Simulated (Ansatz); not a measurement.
# AlB (singlet): from Hartree-Fock to the top rungs at distance B1–Al2 = 1.697 Å, cc-pVDZ

One table from this session's results is given with a row withheld; the runs are named, their logs left out.

Program: Ansatz 0.2.0, Gaussian basis. Level of theory: cc-pVDZ, core rule «outside noble gas», up to 6 orbitals frozen. These are calculated values, not measurements.

The runs, in order: UHF; CCSD(T) on RHF; CCSD(T) on UHF; BCCD(T) on RHF; CISD; CCSDT(Q) on RHF; CCSDT(Q) on UHF; CCSDTQ on RHF; CASSCF and MRCISD+Q, 2 electrons in 2 orbitals; CASSCF and NEVPT2, 2 electrons in 2 orbitals; CASSCF and MRCISD+Q, 6 electrons in 8 orbitals; CASSCF and NEVPT2, 6 electrons in 8 orbitals; Full CI.

19 further runs of the same task are left out: 1 for a known fault of the program, 13 that didn't finish, 5 set aside as unsound or not needed.

## What is computed

The geometry derives from a PBE0/def2-TZVP stationary point (not a proven minimum). One bond is set to the value named and the two fragments are kept rigid.

2 atoms, charge 0, spin multiplicity 1.

Atoms are counted from 1 here; the program's logs count them from 0.

Bond lengths: B1–Al2 1.697 Å.

As a file:

```xyz
2
charge 0, multiplicity 1
B     0.00000    0.00000    0.00000
Al    0.00000    0.00000    1.69700
```

Set-up of the first run:

The input, in.yaml:

```yaml
crystal:
  periodic: [false, false, false]
  atoms:
    - {symbol: B, position_ang: [0.000000, 0.000000, 0.000000]}
    - {symbol: Al, position_ang: [0.000000, 0.000000, 1.697000]}
basis:
  gaussian: {orbitals: cc-pVDZ}
magnetization: {spin_polarized: true, initial_magnetization: 0}
hamiltonian: {xc: hf}
output: {orbitals: {seedname: orbitals}}
```

Started as:

```bash
$ ansatz run in.yaml --threads 1 --pin off --events-out ev --progress --plain --max-ram 2393MiB
```

Among the steps run: UHF; CCSD(T) on RHF; CCSD(T) on UHF; BCCD(T) on RHF; CISD; CCSDT(Q) on RHF; CCSDT(Q) on UHF; CCSDTQ on RHF; CASSCF and MRCISD+Q, 2 electrons in 2 orbitals; CASSCF and NEVPT2, 2 electrons in 2 orbitals; CASSCF and MRCISD+Q, 6 electrons in 8 orbitals; CASSCF and NEVPT2, 6 electrons in 8 orbitals; Full CI.

One table of the session follows, with a row left open; its other results are not shown here.

It belongs to the step «Misses and costs». 

```
          method  from FCI (meV)
             RHF         +4793.3
            RMP2         +1565.4
            CISD               ?
           RCCSD          +525.4
        RCCSD(T)          +226.5
         BCCD(T)          +232.9
          RCCSDT          +111.2
       RCCSDT(Q)           +14.2
         RCCSDTQ            +4.7
  CASSCF valence         +1822.1
  NEVPT2 valence          +438.2
  MRCISD valence           +73.0
MRCISD+Q valence           -19.0
             FCI               0
```

**Question.** Estimate the row for CISD.

The run gave: from FCI (meV): +874.7. In the column «from FCI (meV)» it lies between RCCSD (+525.4) and RMP2 (+1565.4).

Not comparable, so not listed: CASSCF and MRCISD+Q, 2 electrons in 2 orbitals (they don't share determinant, frozen orbitals or solution with the rows shown, or repeat one).

Caveats from the session: The report flags that the cluster equations may have other roots. Left out of the table: CASSCF pair, NEVPT2 pair (the active space lost an orbital or holds another state than full CI finds). Left out of the table: UHF, UMP2, UCCSD, UCCSD(T), UCCSDT, UCCSDT(Q) (another determinant or state than the rows shown). The program flags RCCSDT(Q), RCCSDTQ as in doubt, so those rows may rest on another solution; read them beside their warnings. MRCISD+Q valence falls below full CI: the +Q correction isn't variational, and the cores differ from full CI's. Warnings in the runs' records: passed over end.
